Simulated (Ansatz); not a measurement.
**C3H10Si: up Jacob's ladder to CCSD(T)**

One table from this session's results is given with a row withheld; the runs are named, their logs left out.

Computed with Ansatz 0.2.0, Gaussian basis. Level: functionals in def2-TZVPP, the program's frozen cores in correlated methods.

Levels to be run: LDA (SPW92), PBE-D4, revPBE-D4, BLYP-D4, r2SCAN-D4, B97M-V, PBE0-D4, B3LYP-D4, r2SCANh-D4, r2SCAN0-D4, HSE06-D4, BHLYP-D4, CAM-B3LYP-D4, LC-ωPBE, ωB97X-V, ωB97M-V, B2PLYP, PBE-QIDH; CCSD(T)/def2-SVP; CCSD(T)/def2-TZVPP; MP2/def2-QZVPP; extrapolation to the limit; RPA on PBE.

### The geometry

An earlier PBE0-D4 in a triple-zeta def2 set relaxation fixed the geometry.

SMILES `CC[SiH2]C`, 14 atoms, charge 0, spin multiplicity 1.

Atoms are counted from 1 here; the program's logs count them from 0.

Bond lengths: C1–C2 1.526 Å, C1–H5 1.093 Å, C1–H6 1.093 Å, C1–H7 1.093 Å, C2–Si3 1.878 Å, C2–H8 1.096 Å, C2–H9 1.095 Å, Si3–C4 1.873 Å, Si3–H10 1.493 Å, Si3–H11 1.492 Å, C4–H12 1.093 Å, C4–H13 1.092 Å, C4–H14 1.093 Å. Angles: C2–C1–H5 111.6°, C2–C1–H6 111.7°, C2–C1–H7 111.4°, H5–C1–H6 107.3°, H5–C1–H7 107.3°, H6–C1–H7 107.4°, C1–C2–Si3 113.9°, C1–C2–H8 110.3°, C1–C2–H9 110.3°, Si3–C2–H8 108.2°, Si3–C2–H9 107.9°, H8–C2–H9 105.8°, C2–Si3–C4 111.8°, C2–Si3–H10 109.1°, C2–Si3–H11 109.4°, C4–Si3–H10 109.3°, C4–Si3–H11 109.5°, H10–Si3–H11 107.6° and more.

Set-up of the first run:

Contents of in.yaml:

```yaml
crystal:
  periodic: [false, false, false]
  atoms:
    - {symbol: C, position_ang: [-1.083164, 1.456780, -0.037112]}
    - {symbol: C, position_ang: [-0.325454, 0.640037, 1.005829]}
    - {symbol: Si, position_ang: [1.058203, -0.410032, 0.291109]}
    - {symbol: C, position_ang: [0.417566, -1.645520, -0.962146]}
    - {symbol: H, position_ang: [-1.565828, 0.813730, -0.777724]}
    - {symbol: H, position_ang: [-1.865044, 2.069581, 0.418996]}
    - {symbol: H, position_ang: [-0.413531, 2.130226, -0.579023]}
    - {symbol: H, position_ang: [-1.013428, -0.020545, 1.545880]}
    - {symbol: H, position_ang: [0.110133, 1.301257, 1.762904]}
    - {symbol: H, position_ang: [2.059218, 0.482509, -0.364258]}
    - {symbol: H, position_ang: [1.752926, -1.133901, 1.394897]}
    - {symbol: H, position_ang: [-0.315321, -2.317191, -0.507819]}
    - {symbol: H, position_ang: [1.232528, -2.255566, -1.358383]}
    - {symbol: H, position_ang: [-0.061803, -1.140666, -1.804253]}
basis:
  gaussian: {orbitals: def2-TZVPP}
hamiltonian: {xc: lda}
output: {orbitals: {seedname: orbitals}}
```

Command:

```console
> ansatz run in.yaml --threads 4 --pin off --events-out ev --progress --plain --max-ram 10444MiB
```

Among the steps run: LDA; PBE-D4 (GGA); revPBE-D4 (GGA); BLYP-D4 (GGA); r2SCAN-D4 (meta-GGA); B97M-V (meta-GGA); PBE0-D4 (hybrid); B3LYP-D4 (hybrid); r2SCANh-D4 (hybrid); r2SCAN0-D4 (hybrid); HSE06-D4 (hybrid); BHLYP-D4 (hybrid); CAM-B3LYP-D4 (range-separated); LC-ωPBE (range-separated); ωB97X-V (range-separated); ωB97M-V (range-separated); B2PLYP (double hybrid); PBE-QIDH (double hybrid).

One table of the session follows, with a row left open; its other results are not shown here.

It belongs to the step «Orbital energies across the functionals». 

| functional | HOMO (eV) | LUMO (eV) | gap (eV) |
| --- | --- | --- | --- |
| LDA (SPW92) | -7.03 | 0.00 | 7.03 |
| PBE-D4 | -6.95 | 0.17 | 7.13 |
| revPBE-D4 | -6.92 | 0.26 | 7.18 |
| BLYP-D4 | -6.86 | 0.20 | 7.06 |
| r2SCAN-D4 | -7.22 | 0.81 | 8.03 |
| B97M-V | -7.34 | 0.28 | 7.62 |
| PBE0-D4 | -8.24 | 0.96 | 9.19 |
| B3LYP-D4 | -8.04 | 0.66 | 8.70 |
| r2SCANh-D4 | -7.69 | 1.05 | 8.74 |
| r2SCAN0-D4 | ? | ? | ? |
| HSE06-D4 | -7.83 | 0.59 | 8.43 |
| BHLYP-D4 | -9.46 | 1.59 | 11.05 |
| CAM-B3LYP-D4 | -9.62 | 1.76 | 11.38 |
| LC-ωPBE | -10.97 | 3.02 | 13.99 |
| ωB97X-V | -10.63 | 2.80 | 13.43 |
| ωB97M-V | -10.48 | 2.40 | 12.87 |

Estimate the missing values for r2SCAN0-D4.

Worked estimate for «HOMO (eV)». Against the share of exact exchange, r2SCAN-D4 (0, -7.22), r2SCANh-D4 (0.1, -7.69) give a slope of -4.70 per unit share; at 0.25 the line stands at -8.39.

As computed: HOMO (eV): -8.41; LUMO (eV): 1.38; gap (eV): 9.79. In «HOMO (eV)» the line misses by +0.02.
